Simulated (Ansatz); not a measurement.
Process, species as SMILES: CNB(O)O [methylaminoboronic acid] -> [NH]B(O)O + [CH3] (CH3) (the C-N bond breaks)

Wanted: bond dissociation energy (electronic), in kcal/mol. Conventions: non-relativistic; spin-orbit terms left out; 6-31G* and kin with 6d, 5d where marked; valence correlation only; UHF or UKS for open shells; dispersion terms only where a functional's name holds one. Basis-set limits of correlation are two-point, X^-3; Hartree-Fock from the larger set. Ab initio and DFT rows: single points at B3LYP-D3(BJ) geometries (Ansatz, an electronic-structure program).

```json
[
 {"species": "CNB(O)O", "coefficient": "-1", "E at B3LYP/6-31G* (Ansatz), Eh": "-271.89159", "E at PBE/def2-TZVPD (Ansatz), Eh": "-271.69831"},
 {"species": "[NH]B(O)O", "coefficient": "+1", "E at B3LYP/6-31G* (Ansatz), Eh": "-231.89886", "E at PBE/def2-TZVPD (Ansatz), Eh": "-231.75011"},
 {"species": "[CH3] (CH3)", "coefficient": "+1", "E at B3LYP/6-31G* (Ansatz), Eh": "-39.83826", "E at PBE/def2-TZVPD (Ansatz), Eh": "-39.78820"}
]
```

Coupled cluster (Ansatz) is a level with limits of its own, used here on species with T1 under 0.025 (0.045 for open shells) and stable references: CCSD(T)/CBS(aug-cc-pVTZ,aug-cc-pVQZ). Value to compare with, CCSD(T)/CBS(aug-cc-pVTZ,aug-cc-pVQZ) (Ansatz): 101.8 kcal/mol. 1 Eh = 627.5095 kcal/mol.

Task: Work the quantity out at each level, and compare with CCSD(T)/CBS(aug-cc-pVTZ,aug-cc-pVQZ) (Ansatz).

Result: 
- B3LYP/6-31G*: the sum of coefficient times E is 0.15447 Eh, or 96.93 kcal/mol. Result: 96.9 kcal/mol. Its difference against CCSD(T)/CBS(aug-cc-pVTZ,aug-cc-pVQZ) (Ansatz) is -4.9 kcal/mol.
- PBE/def2-TZVPD: the sum of coefficient times E is 0.16000 Eh, or 100.40 kcal/mol. Result: 100.4 kcal/mol. Its difference against CCSD(T)/CBS(aug-cc-pVTZ,aug-cc-pVQZ) (Ansatz) is -1.4 kcal/mol.
